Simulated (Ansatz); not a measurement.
# CH3Mg− (SMILES [CH2-][MgH]): single points off equilibrium

The atoms stand at a structure displaced at random from a GFN2-xTB minimum. How far do the functionals agree with CCSD(T) there?

Computed with Ansatz 0.2.0, Gaussian basis. Level: single points in def2-TZVPPD.

Cores are frozen in the correlated methods. The outer core shell of Li, Na, Mg and K is correlated.

## (1) Where the work starts

5 atoms, charge -1, spin multiplicity 1.

Atoms are counted from 1 here; the program's logs count them from 0.

Bond lengths: C1–Mg2 1.988 Å, C1–H3 1.035 Å, C1–H4 1.099 Å. Angles: Mg2–C1–H3 104.1°, Mg2–C1–H4 100.6°, H3–C1–H4 102.0°.

As a file:

```
C    -0.3452   -0.9881   -0.1226
Mg    0.3584    0.8344    0.2482
H    -1.1760   -1.0663    0.4898
H     0.3919   -1.6023    0.4134
H     0.7487    2.6915   -0.9660
```

## (2) CCSD(T)/def2-TZVPPD

run/in.yaml

```yaml
crystal:
  periodic: [false, false, false]
  atoms:
    - {symbol: C, position_ang: [-0.345200, -0.988100, -0.122600]}
    - {symbol: Mg, position_ang: [0.358400, 0.834400, 0.248200]}
    - {symbol: H, position_ang: [-1.176000, -1.066300, 0.489800]}
    - {symbol: H, position_ang: [0.391900, -1.602300, 0.413400]}
    - {symbol: H, position_ang: [0.748700, 2.691500, -0.966000]}
basis:
  gaussian: {orbitals: "def2-TZVPPD.json"}
total_charge: -1
correlation: {method: ccsd_t}
output: {forces: true}
```

The basis file named in the input lies beside it (Basis Set Exchange, JSON).

No record of the launch command was kept for these runs.

## (3) PBE0-D4/def2-TZVPPD

Changes to run/in.yaml since step 2:

```diff
@@ -11,3 +11,3 @@
 total_charge: -1
-correlation: {method: ccsd_t}
-output: {forces: true}
+hamiltonian: {xc: pbe0, dispersion: d4}
+output: {forces: true, orbitals: {seedname: orbitals}}
```

## (4) wB97M-V/def2-TZVPPD

Changes to run/in.yaml since step 3:

```diff
@@ -11,3 +11,3 @@
 total_charge: -1
-hamiltonian: {xc: pbe0, dispersion: d4}
-output: {forces: true, orbitals: {seedname: orbitals}}
+hamiltonian: {xc: {name: wB97M-V}}
+output: {forces: true}
```

## (5) r2SCAN-D4/def2-TZVPPD

Changes to run/in.yaml since step 4:

```diff
@@ -11,3 +11,3 @@
 total_charge: -1
-hamiltonian: {xc: {name: wB97M-V}}
+hamiltonian: {xc: r2scan, dispersion: d4}
 output: {forces: true}
```

## (6) PBE-D4/def2-TZVPPD

Changes to run/in.yaml since step 5:

```diff
@@ -11,3 +11,3 @@
 total_charge: -1
-hamiltonian: {xc: r2scan, dispersion: d4}
+hamiltonian: {xc: pbe, dispersion: d4}
 output: {forces: true}
```

## (7) r2SCAN0-D4/def2-TZVPPD

Changes to run/in.yaml since step 6:

```diff
@@ -11,3 +11,3 @@
 total_charge: -1
-hamiltonian: {xc: pbe, dispersion: d4}
+hamiltonian: {xc: {name: r2SCAN0}, dispersion: d4}
 output: {forces: true}
```

## (8) LC-wPBE/def2-TZVPPD

Changes to run/in.yaml since step 7:

```diff
@@ -11,3 +11,3 @@
 total_charge: -1
-hamiltonian: {xc: {name: r2SCAN0}, dispersion: d4}
+hamiltonian: {xc: {name: LC-wPBE}}
 output: {forces: true}
```

(Steps that only read results are left out.)

**Question.** What will these runs give? Wanted: RMS force component; RMS force error; HOMO and LUMO, PBE0-D4; T1 diagnostic.

**Answer**, as computed:

```
              quantity                                                                                              value
   RMS force component                                                               1.130 to 1.191 eV/Å over the methods
       RMS force error  PBE0-D4 0.099, wB97M-V 0.138, r2SCAN-D4 0.085, PBE-D4 0.134, r2SCAN0-D4 0.135, LC-wPBE 0.228 eV/Å
HOMO and LUMO, PBE0-D4                                                                                  -0.08 and 2.71 eV
         T1 diagnostic                                                                                              0.018
```

**Reading.** On forces the order runs from r2SCAN-D4 to LC-wPBE. Frozen-core CCSD(T) forces in triple zeta carry basis errors of their own, and this is one geometry, so small gaps rank nothing. The restricted Hartree–Fock reference is unstable towards an unrestricted one at one or more of these structures.
